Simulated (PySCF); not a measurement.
**NH3 (ammonia) at CCSD(T)/def2-TZVPPD**

Aim: the energy change on altering one bond length of NH3 (ammonia) at CCSD(T)/def2-TZVPPD, from 2 runs. 

The results are computed with PySCF 2.14.0.

4 further runs of the same task are left out: 4 set aside as unsound or not needed.

### 1 The structure to begin with

NH3: 4 atoms, total charge 0, spin state singlet. As SMILES, `N`. The shape is that of a GFN2-xTB optimisation.

Bond lengths: N1–H2 1.013 Å, N1–H3 1.013 Å, N1–H4 1.013 Å. Angles: H2–N1–H3 107.7°, H2–N1–H4 107.7°, H3–N1–H4 107.7°.

### 2 The energy at CCSD(T)/def2-TZVPPD

File job.py:

```python
from pyscf import gto, cc

mol = gto.M(
    atom=[
    ('N', (-0.068160, 0.242830, 0.108060)),
    ('H', (0.491930, -0.300470, 0.753380)),
    ('H', (-0.891960, -0.300620, -0.118350)),
    ('H', (0.468190, 0.358250, -0.743090)),
],
    max_memory=1860,
    basis='def2-tzvppd',
    verbose=3,
)

myscf = mol.RHF()
myscf.conv_tol = 1e-10
myscf.kernel()
if not myscf.converged:
    myscf = myscf.newton().run(myscf.mo_coeff, myscf.mo_occ)

mycc = cc.CCSD(myscf, frozen=1)
mycc.kernel()
e_t = mycc.ccsd_t()
e_final = mycc.e_tot + e_t
print('Final energy', e_final)
```

Run with:

```bash
$ OMP_NUM_THREADS=1 python job.py
```

The program printed:

```text
converged SCF energy = -56.2219464655947
E(CCSD) = -56.47059030161428  E_corr = -0.2486438360195633
CCSD(T) correction = -0.00793296325651495
Final energy -56.478523264870795
```

Wall time 11 s (1 thread of Arm Neoverse V1, shared host); peak memory 0.41 GiB.

### 3 The distorted shape, same level

File run.py:

```python
from pyscf import gto, scf, cc

mol = gto.Mole()
mol.atom = [
    ('N', (-0.336352, 0.185116, 0.533663)),
    ('H', (0.223738, -0.358184, 1.178983)),
    ('H', (-1.160152, -0.358334, 0.307253)),
    ('H', (0.468190, 0.358250, -0.743090)),
]
mol.basis = 'def2-tzvppd'
mol.max_memory = 1860
mol.charge = 0
mol.spin = 0
mol.verbose = 3
mol.build()

mf = scf.RHF(mol)
mf.conv_tol = 1e-10
mf.kernel()
if not mf.converged:
    mf = mf.newton().run(mf.mo_coeff, mf.mo_occ)

mycc = cc.CCSD(mf, frozen=1)
mycc.kernel()
e_t = mycc.ccsd_t()
e_final = mycc.e_tot + e_t
print('E(%s) = %.9f' % ('CCSD(T)', e_final))
```

Run with:

```bash
$ OMP_NUM_THREADS=1 python run.py
```

The program printed:

```text
converged SCF energy = -56.1228498068447
E(CCSD) = -56.38563878142111  E_corr = -0.26278897457643
CCSD(T) correction = -0.0102461821811518
E(CCSD(T)) = -56.395884964
```

Run time: 11 s. Hardware: 1 thread of Arm Neoverse V1, shared host; peak memory 0.4 GiB.

### 4 What came out

At CCSD(T)/def2-TZVPPD, 1 core orbital frozen:

```
                                                         quantity         value
                                        first shape: total energy  -56.47852 Eh
                first shape: dipole moment (Hartree–Fock density)        1.56 D
                 first shape: HOMO energy (Hartree–Fock orbitals)     -11.60 eV
                 first shape: LUMO energy (Hartree–Fock orbitals)       2.15 eV
               first shape: HOMO–LUMO gap (Hartree–Fock orbitals)      13.75 eV
          first shape: correlation energy (1 core orbital frozen)    -256.6 mEh
                                      first shape: (T) correction     -7.93 mEh
                                       first shape: T1 diagnostic         0.008
                                    distorted shape: total energy  -56.39588 Eh
            distorted shape: dipole moment (Hartree–Fock density)        1.46 D
             distorted shape: HOMO energy (Hartree–Fock orbitals)     -11.37 eV
             distorted shape: LUMO energy (Hartree–Fock orbitals)       1.70 eV
           distorted shape: HOMO–LUMO gap (Hartree–Fock orbitals)      13.07 eV
      distorted shape: correlation energy (1 core orbital frozen)    -273.0 mEh
                                  distorted shape: (T) correction    -10.25 mEh
                                   distorted shape: T1 diagnostic         0.014
energy change with the N1–H4 bond stretched from 1.013 to 1.519 Å      2.249 eV
```

What this shows: With the N1–H4 bond stretched from 1.013 to 1.519 Å the energy rises by 2.25 eV (217 kJ/mol). The first shape isn't relaxed at this level, so the change isn't measured from a minimum. The triples (first shape) make up 3.1 % of the correlation energy. The triples (distorted shape) make up 3.8 % of the correlation energy.
